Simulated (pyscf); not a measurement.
Structures and frequencies: ωB97X-D3(BJ)/def2-SVP in PySCF. MP2 and CC: frozen core, UHF for open shells. ΔMP2 is the change of the MP2 total energy from the triple- to the quadruple-zeta basis.

Estimate the classical barrier height and the reaction energy of ethylene (H₂C=CH₂) + hydrogen fluoride (HF) -> H₃C–CH₂–F at CCSD(T)/def2-TZVPP + ΔMP2(QZVPP). The step runs on the singlet surface, breaks F–H and forms C–F, C–H; take the separated reactants as zero.

ΔE‡ = 2.09 eV, ΔE = -0.67 eV. Zero-point energy shifts the barrier by 0.00 eV. It is an addition across a multiple bond or ene-type step, with an imaginary mode of 1895i cm⁻¹. On the reactant side the descent ends in a complex, 0.24 eV under the separated species and 2.09 eV under the saddle at ωB97X-D3(BJ)/def2-TZVP. At ωB97X-D3(BJ) the barrier from the zero used here is 1.85 eV. This is the saddle that the search found; another between the same sides may lie lower. The CCSD(T) − MP2 part came from Ansatz, without density fitting, on the same reference.
